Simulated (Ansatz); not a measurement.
**CH5BO+: structure from calculated spectroscopic constants**

These gas-phase data were calculated for one isomer of CH5BO+ at B3LYP/6-31G* (harmonic, unscaled wavenumbers; equilibrium rotational constants with average atomic masses):

- rotational constants: 57.36, 7.844, 7.203 GHz
- all wavenumbers above 1500 cm⁻¹: 3624, 3437, 3101, 3086, 3023, 1659

Candidates:

(1) the doublet with the links of `[CH2]B[OH2+]`
(2) the doublet with the links of `C[B][OH2+]`

Which candidate do the data belong to?

Candidate (2). No mode falls between 2350 and 2900 cm⁻¹, where the B–H stretch of (1) would stand.

The same quantities for all candidates:

```
     rotational constants (GHz)         wavenumbers above 1500 cm⁻¹  E above the lowest, B3LYP/6-31G* (kcal/mol)
(1)         45.86, 8.652, 7.278  3685, 3601, 3254, 3165, 2808, 1686                                          0.0
(2)         57.36, 7.844, 7.203  3624, 3437, 3101, 3086, 3023, 1659                                         15.6
```

Each candidate is one conformer. Open shells are spin-unrestricted. Programs: Ansatz 0.2.0.
